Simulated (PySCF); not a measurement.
**Ionising PH**

PBE0; basis P def2-TZVPPD, H def2-TZVPPD; no relativity; PySCF 2.14. Neutral (UKS): triplet (π ↑↑), Re = 1.427 Å, ωe = 2375 cm⁻¹, De = 3.22 eV, HOMO -7.39 eV, LUMO -2.84 eV.

PH⁺ (UKS): doublet (π ↑), Re = 1.434 Å, ωe = 2370 cm⁻¹, De = 3.47 eV to P⁺ + H. The energies at the minima are -341.75450 hartree for PH and -341.37676 for PH⁺.

Work out the adiabatic ionisation energy, without and with harmonic zero-point energies (1 hartree = 27.2114 eV, 1 eV = 8065.5 cm⁻¹), and the change of the bond length.

At PBE0: 0.37774 hartree = 10.279 eV between the minima; the zero-point term (2370.0 − 2375.0)/2 cm⁻¹ = -0.000 eV makes it 10.279 eV. Re changes by +0.7 pm against the neutral. The electron leaves a π orbital, which is non-bonding in a hydride.

For an ion De counts to the pair picked by the measured ionisation energies or electron affinities, which need not be the lowest pair at this level. States were picked by a PBE0 search and need not be the measured ground states.
